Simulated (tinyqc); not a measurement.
Worked calculation: Pariser-Parr-Pople SCF with singles CI, for the molecule c1cscn1 (SMILES; centres numbered as the heavy atoms are written). One step of it, computed by the program tinyqc.

Problem. PPP integrals. Ohno: gamma = 14.399645/sqrt(R^2 + a^2), a = 2 x 14.399645/(gamma_rr + gamma_ss); H_rr = -W_r - sum_(s != r) z_s gamma_rs; H_rs = beta for bonds.

Centres (angstrom, eV; a flat drawing with bonds scaled to 1.40 angstrom):
```
centre          x          y  core charge z          W   gamma_rr
1C       1.191000   0.000000              1  12.690000  11.310000
2C       0.368000   1.133000              1  12.690000  11.310000
3S      -0.963000   0.700000              2  23.040000  13.700000
4C      -0.963000  -0.700000              1  12.690000  11.310000
5N       0.368000  -1.133000              1  13.910000  12.370000
```

Resonance integrals (eV):
```
i  j       beta
1  2  -2.430000
2  3  -1.980000
3  4  -1.980000
4  5  -2.550000
5  1  -2.550000
```

Give: repulsion gamma_rs; core matrix H.

Solution.

repulsion gamma_rs (eV):
```
         1C       2C       3S       4C       5N
1C  11.3100   7.6083   5.6674   5.5421   7.7636
2C   7.6083  11.3100   7.9448   5.5414   5.5992
3S   5.6674   7.9448  13.7000   7.9436   5.7135
4C   5.5421   5.5414   7.9436  11.3100   7.7658
5N   7.7636   5.5992   5.7135   7.7658  12.3700
```

core matrix H (eV):
```
          1C        2C        3S        4C        5N
1C  -44.9388   -2.4300    0.0000    0.0000   -2.5500
2C   -2.4300  -47.3285   -1.9800    0.0000    0.0000
3S    0.0000   -1.9800  -50.3093   -1.9800    0.0000
4C    0.0000    0.0000   -1.9800  -47.4267   -2.5500
5N   -2.5500    0.0000    0.0000   -2.5500  -46.4657
```
